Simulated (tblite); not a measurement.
Species: C3H7O2 (doublet state).
SMILES with atom numbers: `[CH3:1][O:2][C@H:3]([CH3:4])[O:5]` (hydrogens: H6, H7, H8 on C1; H9 on C3; H10, H11, H12 on C4)

Structure optimised with GFN2-xTB, isolated species. This method treats the open shell by occupation alone, without spin polarisation.

Question: List the bond lengths, angles and torsions at this level.

Answer: 
| bond | length (Å) |
| --- | --- |
| C1–O2 | 1.402 |
| O2–C3 | 1.423 |
| C3–C4 | 1.575 |
| C3–O5 | 1.275 |
| C1–H6, C1–H7, C1–H8 | 1.093 |
| C3–H9 | 1.128 |
| C4–H10, C4–H11, C4–H12 | 1.084 |

Bonds in one row agree within 0.01 Å and their mean is given. A selection of angles:
| angle | degrees |
| --- | --- |
| O2–C1–H6 | 110.6 |
| O2–C1–H7 | 110.5 |
| O2–C1–H8 | 106.7 |
| H6–C1–H7 | 107.4 |
| H6–C1–H8 | 110.8 |
| C1–O2–C3 | 114.5 |
| O2–C3–C4 | 106.5 |
| O2–C3–O5 | 117.4 |
| O2–C3–H9 | 103.0 |
| C4–C3–O5 | 115.0 |
| C4–C3–H9 | 101.5 |
| O5–C3–H9 | 111.5 |
| C3–C4–H10 | 107.1 |
| C3–C4–H11 | 108.6 |
| H10–C4–H11 | 109.9 |
| H11–C4–H12 | 111.2 |

Dihedral angles: C1–O2–C3–C4 128° (anticlinal).

The 3 C–O bonds span 1.275 Å (C3–O5, drawn single) to 1.423 Å (O2–C3, drawn single), a spread of 0.148 Å. Of the pairs four or more bonds apart, O5···H7 is among the closest relative to their van der Waals radii: 2.54 Å, 94 % of the sum of Bondi's values.

Point group: C1 (no symmetry element, even within 0.4 Å). Its GFN2-xTB frequencies are all real (lowest 100 cm⁻¹). 2 starts were optimised and ended at 0.00 and 6.63 kcal/mol (GFN2-xTB); the lowest of these is shown.

One conformer stands for the species.

All values are computed, not measured.
